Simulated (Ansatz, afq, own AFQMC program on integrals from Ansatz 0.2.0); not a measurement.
## Where AFQMC and coupled cluster stand for CO, singlet

| atom | x (Å) | y (Å) | z (Å) |
| --- | --- | --- | --- |
| O | 0.0000 | 0.0000 | 0.0000 |
| C | 0.0000 | 0.0000 | 2.0400 |

Basis 6-31G. Noble-gas cores (and the filled d shells of Ga–Kr and In–Xe) are frozen. Ansatz 0.2.0 and our own AFQMC program on the same integrals; the CISD trial comes from CCSD amplitudes, and released means the phaseless constraint is let go. Uncertainties: one standard error, sampling alone.

Determinant: UHF, the one that the program's search chose, which needn't be the lowest solution. The geometry is a point of a scan.

Full CI on the same integrals is exact in this basis and with this determinant's frozen core.

Cautions: an unrestricted solution with more broken spin lies lower (26 meV, ⟨S²⟩ 1.95); strong correlation (T1 0.128, weight of the determinant 0.52, largest double 0.31); (T) is large, 9 % of the CCSD correlation; (Q) is large, 420 meV, so the cluster series hasn't closed; unrestricted determinant spin contaminated (⟨S²⟩ 1.73 against 0.00); CCSD(T) is in doubt: in a space of 8 electrons in 8 natural orbitals full CI lies 177 meV below it; the CCSDT(Q) amplitudes may be one of several solutions (largest double 0.62); the CCSDTQ amplitudes may be one of several solutions (largest double 0.59); the released energies have errors that jump between times, so the bars are unsure, so no released level is given (meV from the phaseless value at times in 1/Eh: -30 ± 12 at 0.24, -10 ± 60 at 0.51, -86 ± 18 at 0.99, -111 ± 14 at 1.62, -243 ± 93 at 2.40).

```
T1 diagnostic                               : 0.1282
weight of the determinant in the CISD state : 0.517
⟨S²⟩ of the determinant                     : 1.727
size of the correlated space                : 10 electrons in 16 orbitals
```

Reference: full CI, correlation energy -4.794 eV. The cautions show a poor starting determinant, so the rows tell how each method copes with it here, and full CI is the sure value.

```csv
level,E − E(reference) (kJ/mol),share of correlation (%)
HF,462.5,0.00
MP2,225.4,51.27
CCSD,70.7,84.71
CCSD(T),35.9,92.23
CCSDT,10.9,97.64
CCSDT(Q),-29.6,106.41
CCSDTQ,0.1,99.97
ph-AFQMC/CISD,17.6 ± 1.0,96.19
```

CCSDT and higher add their correlation energy to the determinant of the CCSD(T) run, since their own runs factorise the integrals more tightly (a shift of under 2 meV). A walk keeps the symmetry of its determinant, which the program's search chose and which needn't be the lowest solution, so a lower state of the same spin and another symmetry isn't excluded.
